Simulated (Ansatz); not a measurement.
```xyz
7

O     0.577    1.000   -0.411
C    -0.125   -0.114   -0.048
O    -1.398    0.230    0.248
S     0.068   -1.645   -0.955
S     0.746   -1.337    1.008
H     1.507    0.760   -0.494
H    -1.374    1.106    0.652
```

Total charge 0; spin multiplicity 1.

Problem. List the ωB97M-V/def2-TZVPP orbital energies in eV (Ansatz 0.2.0). (An estimate is asked.)

Solution. The calculation gave: Occupied: -2427.64, -2427.51, -527.44, -527.30, -286.67, -221.55, -221.42, -164.69, -164.62, -164.57, -164.48, -164.42, -164.29, -34.24, -32.07, -26.74, -21.13, -20.72, -19.00, -16.87, -15.71, -14.25, -13.84, -12.72, -12.14, -11.34, -10.07, -8.44. Lowest empty: 0.19, 2.18, 2.32, 3.09, 3.93, 5.45, 5.83, 6.30.
